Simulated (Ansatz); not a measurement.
```yaml
crystal:
  periodic: [false, false, false]
  atoms:
    - {symbol: C, position_ang: [-1.666548, -0.601743, -0.005524]}
    - {symbol: Ge, position_ang: [-0.003532, 0.213275, 0.001778]}
    - {symbol: N, position_ang: [1.447379, -0.590070, -0.004482]}
basis:
  gaussian: {orbitals: def2-TZVP}
magnetization: {spin_polarized: true, initial_magnetization: 1}
hamiltonian: {xc: pbe0}
relax: {f_tol: 0.004, max_steps: 80}
```

```sh
$ ansatz run in.yaml --threads 1 --pin off --events-out ev --progress --plain --max-ram 2176MiB
```

Steps of the relaxation (energy above the last step; positions in Å, forces in eV/Å):

```
3
step 1, 235.2 meV
C    -1.667   -0.602   -0.006   -0.810   -0.129   -0.001
Ge   -0.004    0.213    0.002   -1.271    0.973    0.008
N     1.447   -0.590   -0.004    2.081   -0.845   -0.006
```

```
3
step 2, 142.7 meV
C    -1.717   -0.587   -0.005   -0.380    0.048    0.000
Ge   -0.009    0.183    0.002   -0.504    0.148    0.001
N     1.503   -0.575   -0.004    0.884   -0.196   -0.001
```

```
3
step 3, 84.2 meV
C    -1.834   -0.533   -0.005    0.328    0.224    0.002
Ge   -0.017    0.069    0.001    0.560   -0.667   -0.005
N     1.629   -0.515   -0.004   -0.888    0.443    0.003
```

```
3
step 4, 50.4 meV
C    -1.850   -0.505   -0.005    0.220    0.155    0.001
Ge   -0.017    0.009    0.000    0.352   -0.427   -0.003
N     1.644   -0.483   -0.004   -0.573    0.272    0.002
```

```
3
step 8, 0.0 meV
C    -1.904   -0.346   -0.003    0.000    0.000    0.000
Ge   -0.013   -0.324   -0.003    0.001   -0.001    0.000
N     1.694   -0.309   -0.002    0.000    0.000    0.000
```

Close pairs at the end: Ge2–N3 1.707 Å, C1–Ge2 1.891 Å.

A stationary point of unrestricted PBE0 after 8 steps, with ⟨S²⟩ = 1.488 against 0.75 for a pure state; no frequencies were run, so it isn't proven a minimum. 5.5 min on 1 thread of Intel Xeon Platinum 8175M, shared host.
